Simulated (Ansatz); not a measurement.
Reaction (formal loss of a carbene): `CC(F)OCF` → `FCOCF` + `[CH2]` (triplet)

Gas-phase electronic energies from Ansatz, PBE0-D4/def2-TZVP geometries. CCSD(T)/CBS adds triple-zeta CCSD(T) − MP2 to the extrapolated MP2 energy (def2 sets, frozen cores). This one scheme is used for every species. Functionals use def2-TZVPP. B3LYP here is the variant with VWN-RPA as its local correlation; programs differ in this. Triplets are unrestricted, without spin–orbit coupling. One conformer a species, not always the lowest.

```
          species  B3LYP-D4 energy (Eh)
       `CC(F)OCF`            -393.02426
          `FCOCF`            -353.68091
`[CH2]` (triplet)             -39.17056
```

Q: Work out ΔE.

A: ΔE = (-353.68091) + (-39.17056) − (-393.02426) = 0.17279 Eh = +453.7 kJ/mol. CCSD(T)/CBS gives +463.2 kJ/mol.

Q: What do rigid-rotor, harmonic-oscillator terms from PBE0-D4/def2-TZVP frequencies (298.15 K, 1 bar) make of the CCSD(T)/CBS value? (Best estimate.)

A: Computed: ΔZPE = -26.9 kJ/mol, ΔH = +442.8 kJ/mol, ΔS = 161 J/(mol·K), ΔG = +394.6 kJ/mol. Open shells count their whole term as degenerate.

Largest T1 diagnostic among the species: 0.012.

At CCSD(T), def2-SVP lies −13.9 kJ/mol from the extrapolated value and def2-TZVPP −12.1 kJ/mol. Leaving LDA and LC-ωPBE aside and taking each functional with its dispersion term where it has one, the values, not all of them listed here, spread over 36.0 kJ/mol, from r2SCAN0-D4 to ωB97X-V. LDA lies +78.5 kJ/mol from PBE without D4. The D4 term adds +9.0 kJ/mol with B3LYP and +4.9 kJ/mol with PBE0; it sums over pairs of atoms, weighted by their polarisabilities, and B3LYP, whose exchange is more repulsive, gets the larger term.
